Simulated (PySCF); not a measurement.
Species: boranamine, BH₄N.
Structure used (PBE0-D3(BJ)/def2-TZVP), in Å, numbered top down from 1:
```
atom  x, y, z in Å
B1    -0.589   -0.031   -0.158
N2     0.795   -0.065   -0.114
H3    -1.192   -1.065   -0.171
H4    -1.144    1.029   -0.185
H5     1.366    0.763   -0.101
H6     1.325   -0.919   -0.090
```

Computed, not measured: PySCF, TDDFT CAM-B3LYP/aug-cc-pVTZ, vertical, gas phase, core orbitals frozen in the response. Isolated species at its PBE0-D3(BJ)/def2-TZVP geometry, gas phase.

Transition dipole moments from the ground state, in atomic units and in the frame of the coordinates above (overall signs are arbitrary), for the states with f of 0.002 or more among the lowest 9:

| state | E (eV) | μx | μy | μz |
| --- | --- | --- | --- | --- |
| S2 | 7.283 | 0.017 | -0.004 | -0.521 |
| S3 | 8.121 | 0.024 | 0.256 | -0.001 |
| S4 | 8.138 | -0.989 | 0.028 | -0.032 |
| S6 | 8.850 | 0.007 | 0.001 | -0.199 |
| S7 | 8.867 | 0.014 | 0.527 | -0.003 |
| S8 | 8.914 | 0.353 | -0.009 | 0.012 |
| S9 | 9.107 | 0.376 | -0.009 | 0.012 |

(1) What oscillator strength does each state have?

(2) The point group is C2v. Which irreducible representation does each state belong to?

(3) All atoms lie in one plane. Which transitions are polarised in it and which across it?

(4) What angle do the transition dipoles of S3 and S8 make?

(5) How is the summed strength of these states shared among x, y and z?

(6) What peak molar absorption coefficient would the strongest computed level give as a lone Gaussian band 0.4 eV wide at half height?

Results:

(1) f = (2/3) ΔE |μ|² with ΔE in hartree (27.2114 eV).

| state | \|μ\|² (au) | \|μ\| (D) | f |
| --- | --- | --- | --- |
| S2 | 0.272 | 1.33 | 0.049 |
| S3 | 0.066 | 0.65 | 0.013 |
| S4 | 0.979 | 2.52 | 0.195 |
| S6 | 0.040 | 0.51 | 0.009 |
| S7 | 0.278 | 1.34 | 0.060 |
| S8 | 0.125 | 0.90 | 0.027 |
| S9 | 0.142 | 0.96 | 0.032 |

(2) Polarised along the twofold axis, so A1: S4, S8 and S9. Polarised across the twofold axis, so B1 or B2: S2, S3, S6 and S7. Which of B1 and B2 hangs on the choice of axes; S2 and S6 take one label and S3 and S7 the other.

(3) In the plane: S3, S4, S7, S8 and S9. Perpendicular: S2 and S6. States polarised in the plane are symmetric under reflection in it, those polarised across it antisymmetric.

(4) |cos θ| = |μa·μb| / (|μa| |μb|) = 0.07, so θ ≈ 86° (taken between 0 and 90°, since the signs are arbitrary).

(5) (2/3) Σ ΔE μα² gives 0.254 for x, 0.074 for y and 0.057 for z, 0.385 in all.

(6) ε(max) = 2.175×10⁸ f / FWHM, with the width in cm⁻¹. S4: 2.175×10⁸ × 0.1952 / 3226 ≈ 13000 L mol⁻¹ cm⁻¹.

Without π bonds the low states may be Rydberg-like; a valence basis with one diffuse set may place them up to an eV too high.
